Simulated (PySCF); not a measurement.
# C2H7B (SMILES CBC) at 5 levels

Wanted: a comparison of 5 runs (HF/STO-3G, HF/3-21G, HF/def2-SVP, B2PLYP/def2-SVP, CCSD/6-31+G*) of C2H7B. The job is set up through a Python script.

Program for the calculation: PySCF 2.14.0.

**1. Starting point**

C2H7B has 10 atoms, charge 0, and is taken as a singlet. As SMILES, `CBC`. Geometry: relaxed at PBE0-D4/def2-TZVP.

Bond lengths: C1–B2 1.558 Å, B2–C3 1.557 Å, C1–H4 1.102 Å, C1–H5 1.093 Å, C1–H6 1.092 Å, B2–H7 1.204 Å, C3–H8 1.093 Å, C3–H9 1.093 Å, C3–H10 1.102 Å. Some angles: C1–B2–C3 123.5°, C1–B2–H7 118.3°, C3–B2–H7 118.3°, B2–C1–H4 105.5°, B2–C1–H5 113.7°, B2–C1–H6 115.1°, B2–C3–H8 113.8°, B2–C3–H9 115.0°, B2–C3–H10 105.4°, H4–C1–H5 105.0°.

**2. Energy and forces at HF/STO-3G (run 1)**

run.py reads:

```python
# CBC
from pyscf import gto

mol = gto.Mole()
mol.atom = [
    ('C', (-0.866800, 0.874600, -0.607300)),
    ('B', (0.104600, -0.333600, -0.456400)),
    ('C', (0.826500, -0.693800, 0.875800)),
    ('H', (-1.880100, 0.442100, -0.587100)),
    ('H', (-0.793000, 1.379200, -1.574000)),
    ('H', (-0.820700, 1.609400, 0.199800)),
    ('H', (0.309300, -1.024800, -1.421300)),
    ('H', (0.932700, -1.768600, 1.043000)),
    ('H', (0.414400, -0.217500, 1.768500)),
    ('H', (1.856400, -0.318200, 0.761900)),
]
mol.max_memory = 1860
mol.verbose = 3
mol.spin = 0
mol.charge = 0
mol.basis = 'sto-3g'
mol.build()

hf = mol.RHF()
hf.conv_tol = 1e-10
hf.kernel()
if not hf.converged:
    hf = hf.newton().run(hf.mo_coeff, hf.mo_occ)

energy = hf.e_tot
print('E(%s) = %.9f' % ('HF', energy))
grad = hf.nuc_grad_method().kernel()
hf.analyze()
```

Started as:

```sh
$ OMP_NUM_THREADS=1 python run.py
```

Log:

```text
converged SCF energy = -103.261889447504
E(HF) = -103.261889448
--------------- RHF gradients ---------------
         x                y                z
0 C     0.0213479892    -0.0082446287     0.0029261953
1 B    -0.0056986214     0.0192248384     0.0268253011
2 C    -0.0193932589     0.0009789926    -0.0127047386
3 H    -0.0085808975    -0.0046720167    -0.0011461791
4 H    -0.0029014252     0.0022264795    -0.0078934580
5 H    -0.0017446318     0.0048198958     0.0069567765
6 H     0.0043134428    -0.0144859018    -0.0201987927
7 H     0.0045262754    -0.0074060763     0.0006101464
8 H    -0.0012470240     0.0051226605     0.0068954684
9 H     0.0093781514     0.0024357567    -0.0022707192
----------------------------------------------
**** MO energy ****
MO #1   energy= -10.9990106294995  occ= 2
MO #2   energy= -10.9989795995834  occ= 2
MO #3   energy= -7.40270740128062  occ= 2
MO #4   energy= -0.922988201796854 occ= 2
MO #5   energy= -0.881813528069689 occ= 2
MO #6   energy= -0.600153216760166 occ= 2
MO #7   energy= -0.542731600393918 occ= 2
MO #8   energy= -0.518677083337799 occ= 2
MO #9   energy= -0.506663605519181 occ= 2
MO #10  energy= -0.494032786034606 occ= 2
MO #11  energy= -0.410422403298379 occ= 2
MO #12  energy= -0.405509177265021 occ= 2
MO #13  energy= 0.2695132193832    occ= 0
MO #14  energy= 0.632943162651855  occ= 0
MO #15  energy= 0.682507524408775  occ= 0
MO #16  energy= 0.691352628420393  occ= 0
MO #17  energy= 0.720255415537769  occ= 0
MO #18  energy= 0.732897289550833  occ= 0
MO #19  energy= 0.749816006671926  occ= 0
MO #20  energy= 0.76692055900269   occ= 0
MO #21  energy= 0.871572651624769  occ= 0
MO #22  energy= 0.891981121116902  occ= 0
 ** Mulliken atomic charges  **
charge of    0C =     -0.18417
charge of    1B =      0.21318
charge of    2C =     -0.18409
charge of    3H =      0.04477
charge of    4H =      0.03751
charge of    5H =      0.03141
charge of    6H =     -0.07232
charge of    7H =      0.03737
charge of    8H =      0.03151
charge of    9H =      0.04482
Dipole moment(X, Y, Z, Debye): -0.03744,  0.12919,  0.17726
```

Wall time 2.3 s (1 thread of Intel Xeon at 2.50GHz (Skylake/Cascade Lake), shared host); peak memory 0.12 GiB.

**3. Energy and forces at HF/3-21G (run 2)**

run.py reads:

```python
# CBC
import pyscf.grad
from pyscf import gto, scf

system = gto.Mole()
system.atom = '''
C     -0.866800     0.874600    -0.607300
B      0.104600    -0.333600    -0.456400
C      0.826500    -0.693800     0.875800
H     -1.880100     0.442100    -0.587100
H     -0.793000     1.379200    -1.574000
H     -0.820700     1.609400     0.199800
H      0.309300    -1.024800    -1.421300
H      0.932700    -1.768600     1.043000
H      0.414400    -0.217500     1.768500
H      1.856400    -0.318200     0.761900
'''
system.max_memory = 1860
system.verbose = 4
system.basis = '3-21g'
system.charge = 0
system.build()

mf = scf.RHF(system)
mf.conv_tol = 1e-10
mf.kernel()
if not mf.converged:
    mf = mf.newton().run(mf.mo_coeff, mf.mo_occ)

etot = mf.e_tot
print('Final energy', etot)
grad = mf.Gradients().kernel()
mf.analyze()
```

Started as:

```sh
$ OMP_NUM_THREADS=1 python run.py
```

Log:

```text
PySCF version 2.14.0

[... 77 lines left out ...]
Nuclear Repulsion Energy =              66.872738947101155
[... 10 lines left out ...]
MO #5   energy= -0.92485512432209  occ= 2
[... 8 lines left out ...]
MO #14  energy= 0.280576320850114  occ= 0
[... 8 lines left out ...]
MO #23  energy= 0.678983224402463  occ= 0
[... 8 lines left out ...]
MO #32  energy= 1.20360701855231   occ= 0
[... 8 lines left out ...]
MO #41  energy= 2.15867301119874   occ= 0
[... 54 lines left out ...]
Dipole moment(X, Y, Z, Debye): -0.05680,  0.19534,  0.26893
```

Run time: 3.3 s. Hardware: 1 thread of Intel Xeon at 2.50GHz (Skylake/Cascade Lake), shared host; peak memory 0.12 GiB.

**4. Energy and gradient at HF/def2-SVP (run 3)**

calc.py reads:

```python
from pyscf import gto

mol = gto.M(
    atom='''
C   -0.866800   0.874600  -0.607300
B    0.104600  -0.333600  -0.456400
C    0.826500  -0.693800   0.875800
H   -1.880100   0.442100  -0.587100
H   -0.793000   1.379200  -1.574000
H   -0.820700   1.609400   0.199800
H    0.309300  -1.024800  -1.421300
H    0.932700  -1.768600   1.043000
H    0.414400  -0.217500   1.768500
H    1.856400  -0.318200   0.761900
''',
    verbose=4,
    spin=0,
    basis='def2-svp',
    max_memory=1860,
)

mf = mol.RHF()
mf.conv_tol = 1e-10
mf.kernel()
if not mf.converged:
    mf = mf.newton().run(mf.mo_coeff, mf.mo_occ)

e_tot = mf.e_tot
print('E = %.10f Eh' % e_tot)
grad = mf.nuc_grad_method().kernel()
dip = mf.dip_moment()
pop, q = mf.mulliken_pop()
```

Started as:

```sh
$ OMP_NUM_THREADS=1 python calc.py
```

Log:

```text
PySCF version 2.14.0

[... 62 lines left out ...]
converged SCF energy = -104.421100982822
[... 12 lines left out ...]
Dipole moment(X, Y, Z, Debye): -0.06153,  0.21047,  0.29153
[... 88 lines left out ...]
charge of    9H =      0.04654
```

It took 9.6 s on 1 thread of Intel Xeon at 2.50GHz (Skylake/Cascade Lake), shared host; peak memory 0.15 GiB.

Run 4 isn't shown in full; the table further down has it.

**5. The energy at CCSD/6-31+G(d) (spherical functions) (run 5)**

job.py reads:

```python
# CBC
from pyscf import gto, cc

molecule = gto.M(
    atom=[
    ('C', (-0.866800, 0.874600, -0.607300)),
    ('B', (0.104600, -0.333600, -0.456400)),
    ('C', (0.826500, -0.693800, 0.875800)),
    ('H', (-1.880100, 0.442100, -0.587100)),
    ('H', (-0.793000, 1.379200, -1.574000)),
    ('H', (-0.820700, 1.609400, 0.199800)),
    ('H', (0.309300, -1.024800, -1.421300)),
    ('H', (0.932700, -1.768600, 1.043000)),
    ('H', (0.414400, -0.217500, 1.768500)),
    ('H', (1.856400, -0.318200, 0.761900)),
],
    charge=0,
    verbose=4,
    max_memory=1860,
    basis='6-31+g*',
)

mf = molecule.RHF()
mf.conv_tol = 1e-10
mf.kernel()
if not mf.converged:
    mf = mf.newton().run(mf.mo_coeff, mf.mo_occ)

mycc = cc.CCSD(mf, frozen=3)
mycc.kernel()
etot = mycc.e_tot
print('Final energy', etot)
mf.analyze()
```

Started as:

```sh
$ OMP_NUM_THREADS=1 python job.py
```

Log:

```text
PySCF version 2.14.0

[... 94 lines left out ...]
Two-electron Energy =                  100.156340410745642
[... 15 lines left out ...]
MO #12  energy= -0.446975558020015 occ= 2
[... 13 lines left out ...]
MO #26  energy= 0.333134642100404  occ= 0
[... 13 lines left out ...]
MO #40  energy= 0.941738819270319  occ= 0
[... 13 lines left out ...]
MO #54  energy= 1.54885496261732   occ= 0
[... 13 lines left out ...]
MO #68  energy= 2.87130857602134   occ= 0
[... 81 lines left out ...]
Dipole moment(X, Y, Z, Debye): -0.05422,  0.18438,  0.25550
```

It took 9.3 s on 1 thread of Intel Xeon at 2.50GHz (Skylake/Cascade Lake), shared host; peak memory 0.26 GiB.

**6. All runs side by side**

```tsv
run	level	task	frozen core orbitals	energy (Eh)	dipole moment (D) of the reference	HOMO energy (eV)	LUMO energy (eV)	wall time
1	HF/STO-3G	gradient	–	-103.261889	0.22	-11.03	7.33	2.3 s
2	HF/3-21G	gradient	–	-103.917846	0.34	-12.03	3.53	3.3 s
3	HF/def2-SVP	gradient	–	-104.421101	0.36	-12.14	3.27	9.6 s
4	B2PLYP/def2-SVP	energy	3	-105.055022	0.42	-9.93	0.96	28 s
5	CCSD/6-31+G* (spherical functions)	energy	3	-104.874498	0.32	-12.16	1.43	9.3 s
```

**7. What came out**

| quantity | value |
| --- | --- |
| run 5: total energy | -104.87450 Eh |
| run 5: dipole moment (Hartree–Fock density) | 0.32 D |
| run 5: HOMO energy (Hartree–Fock orbitals) | -12.16 eV |
| run 5: LUMO energy (Hartree–Fock orbitals) | 1.43 eV |
| run 5: HOMO–LUMO gap (Hartree–Fock orbitals) | 13.59 eV |
| run 5: correlation energy (3 core orbitals frozen) | -381.8 mEh |
| run 5: T1 diagnostic | 0.010 |

**Reading.** Over runs 1, 2, 3, 4 the dipole moment (its size) runs from 0.22 D (HF/STO-3G) to 0.42 D (B2PLYP/def2-SVP). The two ends differ in method and basis. A double hybrid's value is that of its SCF part. Over runs 1, 2, 3, 4 the HOMO–LUMO gap runs from 10.89 eV (B2PLYP/def2-SVP) to 18.37 eV (HF/STO-3G). In run 1 the basis is minimal, so the values are rough. All runs together took 52 s, the longest 28 s.
